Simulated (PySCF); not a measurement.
# NO₂(OH): adding exact exchange

Base calculation in PySCF with density fitting and no spin–orbit coupling, PBE/def2-TZVP (no relativity): singlet, Cs, N–O 1.200 Å, N–O 1.216 Å, N–O 1.444 Å, O–H 0.982 Å; H–O–N 101.9°, O–N–O 113.5°, O–N–O 115.4°, O–N–O 131.1°; wavenumbers 477, 553, 599, 750, 847, 1258, 1303, 1722, 3598 cm⁻¹; dipole moment 2.13 D, gap between the highest occupied and lowest empty levels 4.55 eV, polar-tensor charge of N 1.45 e, atomisation energy (no zero-point energy) 1828 kJ/mol.

Question: What changes on going to PBE0/def2-TZVP (no relativity)?

Answer: The point group stays the same. Changes: mean bond to N -0.030 Å, highest wavenumber +167 cm⁻¹, lowest wavenumber +28 cm⁻¹, dipole moment +0.29 D, gap between the highest occupied and lowest empty levels +3.06 eV, polar-tensor charge of N +0.10 e, atomisation energy (no zero-point energy) -188 kJ/mol. The new structure has N–O 1.186 Å, N–O 1.201 Å, N–O 1.385 Å, O–H 0.970 Å; H–O–N 103.1°, O–N–O 114.2°, O–N–O 115.7°, O–N–O 130.2°, with wavenumbers 505, 609, 691, 814, 956, 1343, 1402, 1821, 3765 cm⁻¹. Exact exchange shortens and stiffens the bonds and opens the gap, the usual pattern.

Each species is the lowest minimum found with this bonding; other isomers or fragments can lie lower.
